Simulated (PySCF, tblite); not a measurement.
# beryllium hydride and chloride

A gas-phase complex of beryllium hydride and chloride; charge -1, singlet. The structure comes from a short search (6 tight-binding starts) and was relaxed by PBE0-D3(BJ)/def2-TZVPD; another way of binding may lie lower. Frequencies by PBE0-D3(BJ)/def2-TZVPD show no clear imaginary mode.

| part | name | SMILES | atoms | charge | multiplicity |
| --- | --- | --- | --- | --- | --- |
| 1 | beryllium hydride | [BeH2] | 1–3 | 0 | 1 |
| 2 | chloride | [Cl-] | 4 | -1 | 1 |

```csv
atom,part,x (Å),y (Å),z (Å)
Be1,1,-0.086,-0.133,0.438
H2,1,1.086,-0.342,-0.303
H3,1,-1.269,0.448,-0.042
Cl4,2,-0.071,-0.720,2.338
```

Contacts between parts, classed by geometry: Be1···Cl4 1.989 Å (bond).

The parts are joined by the bond Be1–Cl4, so these are energies of forming such bonds; deforming the relaxed parts to their shape in the adduct costs 16.4 kcal/mol, which the interaction energies leave out.

Interaction energies are complex less parts, with the parts frozen as they stand in it; counterpoise-corrected, in kcal/mol (PySCF).

Task: Give the interaction energy at each level run.

Result: 
```json
{"level": "wB97M-D3(BJ)/def2-TZVPD", "interaction": "-58.46", "superposition error removed": "-0.17"}
{"level": "PBE0-D3(BJ)/def2-TZVPD", "interaction": "-60.36", "superposition error removed": "-0.19"}
```

Task: What holds them together? Decompose the wB97M-D3(BJ)/def2-TZVPD energy: frozen parts, their antisymmetrised product, then relaxation.

Result: electrostatic -65.3, Pauli repulsion +57.3, orbital relaxation -49.7, dispersion correction -1.0 kcal/mol, which sum to the value before the counterpoise correction; the Pauli term holds the exchange-correlation of the frozen density too. Of the attraction, 56 % is electrostatic, 43 % is orbital relaxation, 1 % is dispersion correction.

The parts were also relaxed and run alone, at the levels used for the complex: shieldings by PBE0/aug-pcSseg-2.

Values alone: shielding of Be1 (ppm): 77.9; shielding of Cl4 (ppm): 1149.3.

Task: What does binding change?

Result: 
```csv
property,alone,in the complex,change
shielding of Be1 (ppm),77.9,84.7,+6.8
shielding of Cl4 (ppm),1149.3,936.0,-213.3
```

Task: What are the binding energy from relaxed parts (wB97M-D3(BJ)/def2-TZVPD), and ΔH and ΔG of association at 298.15 K and 1 atm?

Result: -42.08 kcal/mol, -41.21 with zero-point energy; ΔH -42.2 and ΔG -36.0 kcal/mol, from harmonic vibrations by PBE0-D3(BJ)/def2-TZVPD with low modes damped.

The 5 runs behind this took 90 s in all, one thread each of Arm Neoverse N1 on a shared host, launched as `OMP_NUM_THREADS=1 python cluster_run.py task.json out`.
